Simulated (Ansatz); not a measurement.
**Si2H4S (SMILES [SiH3][SiH]=S): one structure at several levels**

The task here is to estimate one member of a computed series from the others.

The runs use Ansatz 0.2.0, Gaussian basis; single points in def2-TZVPP.

Correlated methods freeze the cores.

1 further run of the same task is left out (it didn't finish).

**The system as given**

SMILES `[SiH3][SiH]=S`, 7 atoms, charge 0, spin multiplicity 1.

Atoms are counted from 1 here; the program's logs count them from 0.

Bond lengths: Si1–Si2 2.310 Å, Si1–H4 1.483 Å, Si1–H5 1.460 Å, Si1–H6 1.522 Å, Si2–S3 1.981 Å, Si2–H7 1.462 Å. Angles: Si2–Si1–H4 111.2°, Si2–Si1–H5 108.9°, Si2–Si1–H6 110.9°, H4–Si1–H5 109.4°, H4–Si1–H6 107.0°, H5–Si1–H6 109.5°, Si1–Si2–S3 129.2°, Si1–Si2–H7 111.3°, S3–Si2–H7 119.5°.

As a file:

| atom | x (Å) | y (Å) | z (Å) |
| --- | --- | --- | --- |
| Si1 | -0.8247 | 0.5177 | -0.3281 |
| Si2 | 1.0246 | -0.6776 | 0.3686 |
| S3 | 2.1255 | -0.4433 | 1.9985 |
| H4 | -1.7844 | -0.3529 | -1.0499 |
| H5 | -0.3859 | 1.5937 | -1.2122 |
| H6 | -1.5677 | 1.1096 | 0.8608 |
| H7 | 1.3618 | -1.7360 | -0.5816 |

Set-up of the first run:

Contents of run/in.yaml:

```yaml
crystal:
  periodic: [false, false, false]
  atoms:
    - {symbol: Si, position_ang: [-0.824731, 0.517680, -0.328138]}
    - {symbol: Si, position_ang: [1.024589, -0.677637, 0.368588]}
    - {symbol: S, position_ang: [2.125504, -0.443271, 1.998547]}
    - {symbol: H, position_ang: [-1.784373, -0.352946, -1.049864]}
    - {symbol: H, position_ang: [-0.385870, 1.593732, -1.212247]}
    - {symbol: H, position_ang: [-1.567690, 1.109608, 0.860802]}
    - {symbol: H, position_ang: [1.361781, -1.735986, -0.581589]}
basis:
  gaussian: {orbitals: def2-TZVPP}
hamiltonian: {xc: pbe, dispersion: d4}
output: {forces: true}
```

The run is started by

```sh
$ ansatz run in.yaml --threads 2 --pin off --events-out ev --progress --plain --max-ram 3481MiB
```

Among the steps run: PBE-D4/def2-TZVPP; r2SCAN-D4/def2-TZVPP; PBE0-D4/def2-TZVPP; wB97M-V/def2-TZVPP; CCSD(T)/def2-TZVPP.

One table of the session follows, with a row left open; its other results are not shown here.

| method | RMS force component (eV/Å) | angle to CCSD(T) forces (°) | dipole (D) |
| --- | --- | --- | --- |
| PBE-D4 | 0.429 | 19.6 | 2.84 |
| r2SCAN-D4 | ? | ? | ? |
| PBE0-D4 | 0.510 | 13.5 | 3.15 |
| wB97M-V | 0.542 | 14.7 | 3.24 |
| CCSD(T) | 0.445 | reference | 2.90 |

Estimate the missing values for r2SCAN-D4.

As computed: RMS force component (eV/Å): 0.473; angle to CCSD(T) forces (°): 10.3; dipole (D): 3.04. In the column «RMS force component (eV/Å)» it lies between CCSD(T) (0.445) and PBE0-D4 (0.510).
